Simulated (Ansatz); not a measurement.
Bond stretch in Li₂, singlet.

Computed with: RKS-PBE = restricted PBE/aug-cc-pVDZ run with Ansatz (a quantum-chemistry and plane-wave program); UKS-PBE = Ansatz with unrestricted PBE/aug-cc-pVDZ; FCI = full CI/aug-cc-pVDZ, frozen core (Ansatz).

Energies relative to the lowest point of each curve near equilibrium, in eV; the last columns give the error against full CI:

```json
[
 {"R / Å": "2.08", "RKS-PBE": "0.502", "UKS-PBE": "0.502", "FCI": "0.492", "RKS-PBE − FCI": "0.011", "UKS-PBE − FCI": "0.011"},
 {"R / Å": "2.19", "RKS-PBE": "0.322", "UKS-PBE": "0.322", "FCI": "0.313", "RKS-PBE − FCI": "0.009", "UKS-PBE − FCI": "0.009"},
 {"R / Å": "2.37", "RKS-PBE": "0.128", "UKS-PBE": "0.128", "FCI": "0.122", "RKS-PBE − FCI": "0.007", "UKS-PBE − FCI": "0.007"},
 {"R / Å": "2.44", "RKS-PBE": "0.080", "UKS-PBE": "0.080", "FCI": "0.075", "RKS-PBE − FCI": "0.006", "UKS-PBE − FCI": "0.006"},
 {"R / Å": "2.61", "RKS-PBE": "0.014", "UKS-PBE": "0.014", "FCI": "0.011", "RKS-PBE − FCI": "0.003", "UKS-PBE − FCI": "0.003"},
 {"R / Å": "2.64", "RKS-PBE": "0.008", "UKS-PBE": "0.008", "FCI": "0.006", "RKS-PBE − FCI": "0.002", "UKS-PBE − FCI": "0.002"},
 {"R / Å": "2.74", "RKS-PBE": "0.000", "UKS-PBE": "0.000", "FCI": "0.000", "RKS-PBE − FCI": "0.000", "UKS-PBE − FCI": "0.000"},
 {"R / Å": "2.83", "RKS-PBE": "0.005", "UKS-PBE": "0.005", "FCI": "0.007", "RKS-PBE − FCI": "-0.002", "UKS-PBE − FCI": "-0.002"},
 {"R / Å": "2.95", "RKS-PBE": "0.026", "UKS-PBE": "0.026", "FCI": "0.031", "RKS-PBE − FCI": "-0.005", "UKS-PBE − FCI": "-0.005"},
 {"R / Å": "2.98", "RKS-PBE": "0.034", "UKS-PBE": "0.034", "FCI": "0.040", "RKS-PBE − FCI": "-0.006", "UKS-PBE − FCI": "-0.006"},
 {"R / Å": "3.15", "RKS-PBE": "0.089", "UKS-PBE": "0.089", "FCI": "0.099", "RKS-PBE − FCI": "-0.010", "UKS-PBE − FCI": "-0.010"},
 {"R / Å": "3.40", "RKS-PBE": "0.197", "UKS-PBE": "0.196", "FCI": "0.211", "RKS-PBE − FCI": "-0.015", "UKS-PBE − FCI": "-0.015"},
 {"R / Å": "3.70", "RKS-PBE": "0.345", "UKS-PBE": "0.334", "FCI": "0.361", "RKS-PBE − FCI": "-0.017", "UKS-PBE − FCI": "-0.027"},
 {"R / Å": "4.07", "RKS-PBE": "0.530", "UKS-PBE": "0.489", "FCI": "0.537", "RKS-PBE − FCI": "-0.007", "UKS-PBE − FCI": "-0.048"},
 {"R / Å": "4.59", "RKS-PBE": "0.765", "UKS-PBE": "0.656", "FCI": "0.729", "RKS-PBE − FCI": "0.035", "UKS-PBE − FCI": "-0.074"},
 {"R / Å": "4.98", "RKS-PBE": "0.913", "UKS-PBE": "0.740", "FCI": "0.826", "RKS-PBE − FCI": "0.087", "UKS-PBE − FCI": "-0.086"},
 {"R / Å": "5.49", "RKS-PBE": "1.068", "UKS-PBE": "0.807", "FCI": "0.902", "RKS-PBE − FCI": "0.167", "UKS-PBE − FCI": "-0.095"},
 {"R / Å": "6.10", "RKS-PBE": "1.204", "UKS-PBE": "0.844", "FCI": "0.946", "RKS-PBE − FCI": "0.258", "UKS-PBE − FCI": "-0.102"},
 {"R / Å": "6.71", "RKS-PBE": "1.296", "UKS-PBE": "0.857", "FCI": "0.965", "RKS-PBE − FCI": "0.331", "UKS-PBE − FCI": "-0.108"},
 {"R / Å": "7.49", "RKS-PBE": "1.368", "UKS-PBE": "0.862", "FCI": "0.975", "RKS-PBE − FCI": "0.392", "UKS-PBE − FCI": "-0.113"},
 {"R / Å": "8.32", "RKS-PBE": "1.408", "UKS-PBE": "0.864", "FCI": "0.979", "RKS-PBE − FCI": "0.429", "UKS-PBE − FCI": "-0.116"}
]
```

RKS-PBE is furthest from FCI at 8.32 (0.429 eV, above); its mean absolute error over the points is 0.086 eV.

UKS-PBE is furthest from FCI at 8.32 (-0.116 eV, below); its mean absolute error over the points is 0.040 eV.

The restricted form behind RKS-PBE keeps the bonding electrons paired and can't separate into open-shell fragments. The unrestricted determinant behind UKS-PBE is spin-contaminated at 3.40 to 8.32 Å (<S²> up to 1.0, against 0.00 for a pure singlet).
